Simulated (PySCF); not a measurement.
A structure optimised at PBE-D3(BJ)/def2-TZVP, used in a PySCF frequency run:

```
Si
H 1 1.4968
H 1 1.4968 2 108.19
H 1 1.4968 2 108.19 3 116.99
C 1 1.8816 2 110.72 3 -121.50
H 5 1.0991 1 110.80 2 180.00
H 5 1.0991 6 108.11 1 -121.60
H 5 1.0991 6 108.11 7 -116.81
```
Charge 0, spin multiplicity 1.

Task: Write its SMILES, formula and point group.

Result: C[SiH3], CH6Si, C3v

Task: What are its rotational constants (standard atomic weights)?

Result: 55.418, 10.820, 10.820 GHz
